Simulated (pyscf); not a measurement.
## Four-centre exchange: HO–Ag (SMILES [OH][Ag]) + H₂ (SMILES [H][H]) → AgH (SMILES [AgH]) + H₂O (SMILES O)

Gas phase, singlet surface, charge 0. Bonds broken: Ag1–O2, H4–H5. Bonds formed: Ag1–H4, O2–H5. Optimised with ωB97X-D3(BJ)/def2-SVP in PySCF.

Transition state (Å):

```xyz
5

Ag    -0.1932     0.2460     0.4248
O     -1.8776    -0.9217     1.1364
H     -1.7923    -1.8762     1.2666
H     -1.7938    -0.0498    -0.9730
H     -2.0182    -0.5271    -0.1809
```

One imaginary mode, 1072i cm⁻¹; descent along it reached the two sides named, in the forms told below.

```json
[
 {"bond": "Ag1–O2", "change": "breaks", "reactant side (Å)": "2.015", "saddle": "2.170", "product side": "2.566"},
 {"bond": "H4–H5", "change": "breaks", "reactant side (Å)": "0.767", "saddle": "0.952", "product side": "3.6"},
 {"bond": "Ag1–H4", "change": "forms", "reactant side (Å)": "4.2", "saddle": "2.145", "product side": "1.649"},
 {"bond": "O2–H5", "change": "forms", "reactant side (Å)": "2.236", "saddle": "1.382", "product side": "0.967"}
]
```

Electronic energies relative to the separated reactants (eV):

```tsv
level	barrier	reaction energy	reverse barrier
ωB97X-D3(BJ)/def2-TZVP	0.50	-0.58	1.08
PBE/def2-TZVP	0.49	-0.67	1.16
r²SCAN/def2-TZVP	0.51	-0.65	1.16
B3LYP-D3(BJ)/def2-TZVP	0.56	-0.66	1.21
PBE0-D3(BJ)/def2-TZVP	0.44	-0.75	1.19
M06-2X/def2-TZVP	0.47	-0.53	1.01
ωB97M-D3(BJ)/def2-TZVP	0.48	-0.68	1.16
HF/def2-TZVP	0.74	-0.69	1.44
```

With ωB97M-D3(BJ)/def2-TZVP energies and thermal terms (ideal gas, 1 atm, RRHO with modes under 100 cm⁻¹ raised to 100, one conformer, R ln 2 for chiral ones without a mode under 150 cm⁻¹), in eV:

| T (K) | ΔH‡ | ΔG‡ | ΔH | ΔG |
|---|---|---|---|---|
| 298 | 0.49 | 0.82 | -0.58 | -0.61 |
| 600 | 0.46 | 1.16 | -0.61 | -0.63 |
| 900 | 0.45 | 1.52 | -0.63 | -0.63 |
| 1200 | 0.46 | 1.87 | -0.65 | -0.63 |

On the product side the descent ends in a bound adduct (not fully relaxed), 0.45 eV under the separated species and 1.52 eV under the saddle at ωB97X-D3(BJ)/def2-TZVP. The reactants may also form a dative adduct at HO–Ag; it and routes through it were not searched. At the saddle there is also a short Ag–H contact that neither side keeps. This is the saddle that the search found; another between the same sides may lie lower. Elements past Kr carry the def2 core potentials, without spin-orbit coupling.
